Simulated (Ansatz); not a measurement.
Two shapes of singlet CHO(+).

Shape 1:

```xyz
3

H    -0.0401   -0.0069   -1.5971
C    -0.0324   -0.0041   -0.5528
O    -0.0338   -0.0322    0.6073
```

Shape 2:

```xyz
3

H     0.0000    0.0000   -1.7563
C     0.0000    0.0000   -0.5561
O     0.0000    0.0000    0.6366
```

Basis set: cc-pVTZ (spherical functions). Correlated methods keep 2 orbitals frozen. Charge 1, multiplicity 1.

Computed with Ansatz (development build ahead of 0.2.0); each method stands on the lowest determinant of its kind that the runs found.

Task: Which shape is lower in energy, and by how much in each method?

Result:

| method | E(2) − E(1) (eV) |
| --- | --- |
| RHF | 0.535 |
| RHF-MP2 | 0.305 |

Shape 1 is lower.
